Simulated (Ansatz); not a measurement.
# C₂N₂S: basis-set convergence

One table from this session's results is given with a row withheld; the runs are named, their logs left out.

Method: one geometry, several basis sets; program: Ansatz 0.2.0, Gaussian basis.

Plan: PBE0-D4/def2-SVP; ωB97M-V/def2-SVP; PBE0-D4/def2-QZVPP; ωB97M-V/def2-QZVPP; CCSD(T)/cc-pV(D+d)Z; CCSD(T)/cc-pV(T+d)Z; CCSD(T)/cc-pV(Q+d)Z; the functionals' def2-TZVPP values are taken from earlier runs.

### The relaxed structure

An earlier PBE0-D4 in a triple-zeta def2 set relaxation fixed the geometry.

SMILES `N#CSC#N`, 5 atoms, charge 0, spin multiplicity 1.

Atoms are counted from 1 here; the program's logs count them from 0.

Bond lengths: N1–C2 1.153 Å, C2–S3 1.690 Å, S3–C4 1.690 Å, C4–N5 1.153 Å. Angles: N1–C2–S3 175.2°, C2–S3–C4 99.1°, S3–C4–N5 175.2°.

The first run:

File in.yaml:

```yaml
crystal:
  periodic: [false, false, false]
  atoms:
    - {symbol: N, position_ang: [0.862270, -1.362000, 1.650960]}
    - {symbol: C, position_ang: [0.743008, -0.840592, 0.629623]}
    - {symbol: S, position_ang: [0.682056, -0.146700, -0.910064]}
    - {symbol: C, position_ang: [-0.683791, 0.827844, -0.708653]}
    - {symbol: N, position_ang: [-1.603543, 1.521448, -0.661875]}
basis:
  gaussian: {orbitals: def2-SVP}
hamiltonian: {xc: pbe0, dispersion: d4}
output: {orbitals: {seedname: orbitals}}
```

Started as:

```bash
ansatz run in.yaml --threads 2 --pin off --events-out ev --progress --plain --max-ram 32768MiB --backend cpu
```

Among the steps run: PBE0-D4 in def2-SVP; ωB97M-V in def2-SVP; PBE0-D4 in def2-QZVPP; ωB97M-V in def2-QZVPP.

One of the session's tables, all rows but one given; the rest of the session is left out.

It belongs to the step «Functionals by basis». 

| functional | basis | HOMO (eV) |
| --- | --- | --- |
| PBE0-D4 | def2-SVP | -8.90 |
| PBE0-D4 | def2-TZVPP | -8.93 |
| PBE0-D4 | def2-QZVPP | -8.94 |
| ωB97M-V | def2-SVP | -10.94 |
| ωB97M-V | def2-TZVPP | ? |
| ωB97M-V | def2-QZVPP | -11.03 |

**Question.** Estimate the row for ωB97M-V, def2-TZVPP.

**Answer.** HOMO (eV): -11.01. In the column «HOMO (eV)» it lies between ωB97M-V, def2-QZVPP (-11.03) and ωB97M-V, def2-SVP (-10.94).
